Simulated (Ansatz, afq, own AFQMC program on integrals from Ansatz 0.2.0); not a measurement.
# BNH, doublet: a scan with AFQMC

```xyz
3

B     0.0000    0.0000    0.0439
N     0.0000    0.0000   -1.2617
H     0.0000    0.0000    1.2178
```

All coordinates are scaled about the centre. Energies in kcal/mol count from this geometry (1.000) at the same level; the start stands on ROHF, each point on the determinant named.

Basis 6-31G. Only valence electrons are correlated. AFQMC by an in-house program on the Cholesky factors that Ansatz 0.2.0 writes for its CCSD(T) run. ph-AFQMC/CISD is guided by a CISD state made of CCSD amplitudes; releasing the constraint for a short imaginary time cuts its bias at the price of noise, slowly where states lie close. ± is one standard error of the sampling.

Cautions, each for one point or more: (Q) is large, so the cluster series hasn't closed; (T) is large; CCSDTQ on the UHF determinant differs, perhaps since the unrestricted series falls towards higher spin; a spin-contaminated unrestricted determinant lies lower; a state of higher spin lies lower; cluster runs in doubt by the program's own checks; full CI lies below walk and high clusters alike, probably another state; full CI with its own frozen core; strong correlation; the search met a lower determinant of the same kind, perhaps of another symmetry, and this one is a saddle point; unrestricted determinant spin contaminated.

```
scale of all distances   det.     T1  weight  ⟨S²⟩  CCSD(T)  ph-AFQMC/CISD    FCI  CCSDT(Q)     PBE  wB97M-V
                 0.878  ROHF†  0.028    0.91  pure     37.2     37.4 ± 0.1   37.4      37.4    39.6     38.0
                 1.111   ROHF  0.033    0.89  pure      7.5      7.4 ± 0.1    7.2       7.2     8.5     13.4
                 1.309   ROHF  0.067    0.80  pure     58.2     58.5 ± 0.2   57.4      57.6    62.6     75.8
                 1.475   ROHF  0.132    0.63  pure    102.9    105.3 ± 0.2  102.1     101.5  112.8§   129.7§
                 1.753   ROHF  0.180    0.41  pure    160.7    164.8 ± 0.2  153.7     143.3  175.0§   187.1§
                 2.023   UHF¶  0.025    0.90  2.81    171.2    169.6 ± 0.1      –     171.0  200.0§   202.9§
                 2.357  ROHF¶  0.062    0.64  pure    226.8    230.9 ± 0.2      –         –  210.5§   207.1§
```

Weight is that of the determinant in the CISD state; at the start T1 is 0.023 and the weight 0.91. ¶ marks points with a poor determinant and no full CI, where no value is sure; they don't count among the departures. A dagger marks points whose determinant fills other symmetries than the start's, so the wave-function levels may follow another state there, or a degenerate partner. A dash marks a missing value, a released energy that hasn't settled or a functional that sits on another state. § marks a functional whose ⟨S²⟩ is too high by over 0.1. Largest departures from full CI where it is shown: CCSD(T) 7.0 kcal/mol at 1.753 (on ROHF), ph-AFQMC/CISD 11.1 kcal/mol at 1.753 (on ROHF), CCSDT(Q) -10.4 kcal/mol at 1.753 (on ROHF), PBE 5.2 kcal/mol at 1.309, wB97M-V 18.4 kcal/mol at 1.309. Functionals count only at points shown to share the start's state and spin. In this small basis the wave-function levels are far from their limit, so their gap to the functionals isn't the functionals' error. In total energy ph-AFQMC/CISD lies 20 ± 3 meV above full CI at the start, so its agreement along the curve rests in part on cancellation.

Some points may be missing: those where a free walk finds a much lower state, and past Zn most of those on another determinant than at the start.

CCSDT and higher add their correlation energy to the determinant of the CCSD(T) run, since their own runs factorise the integrals more tightly (a shift of under 2 meV). A walk keeps the symmetry of its determinant, which the program's search chose and which needn't be the lowest solution, so a lower state of the same spin and another symmetry isn't excluded.
